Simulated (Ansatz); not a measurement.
The same path of H6N3P (10 atoms, charge 0, multiplicity 1) was run twice with different band settings. The coordinate that changes most is the dihedral H5–N1–P2–N4.

Theory: RKS BHLYP-D4/STO-3G (Ansatz 0.2.0).

Relaxed end points:

```xyz
10
Properties=species:S:1:pos:R:3
N -1.028 -0.111 -1.110
P 0.649 -0.197 -0.592
N 0.259 -1.312 0.740
N 0.840 1.164 0.505
H -1.155 0.595 -1.861
H -1.659 0.174 -0.334
H 1.145 -1.479 1.266
H 0.052 -2.241 0.310
H -0.004 1.306 1.095
H 0.984 2.050 -0.016
```

```xyz
10
Properties=species:S:1:pos:R:3
N -1.177 0.416 -0.853
P 0.513 -0.090 -0.695
N 0.195 -1.469 0.369
N 0.926 1.050 0.596
H -1.755 -0.214 -0.254
H -1.502 0.211 -1.820
H 0.302 -1.142 1.353
H 0.958 -2.168 0.251
H 0.060 1.578 0.843
H 1.564 1.778 0.212
```

Common settings: movable images 7; climbing image yes; optimiser quadratic models (default); start path through a guess of the saddle point; force threshold 0.05 eV/Å; iteration limit 60; end points relaxed.

| run | spring |
| --- | --- |
| 1 | 5.0 eV/Å² |
| 2 | 20.0 eV/Å² |

(1) What does each run give, and how far can it be trusted?

Results:

(1) Run 1: converged after 19 iterations, highest image 0.166 eV above the first end. A vibrational analysis at the climbing image gives one clearly imaginary mode, 221i cm⁻¹: a first-order saddle point.
Run 2: converged after 16 iterations, highest image 0.166 eV above the first end. Another band between the same ends (7 images) ends at a top of the same energy, where a vibrational analysis finds 1 clearly imaginary mode.
Limits of this set-up: minimal basis.
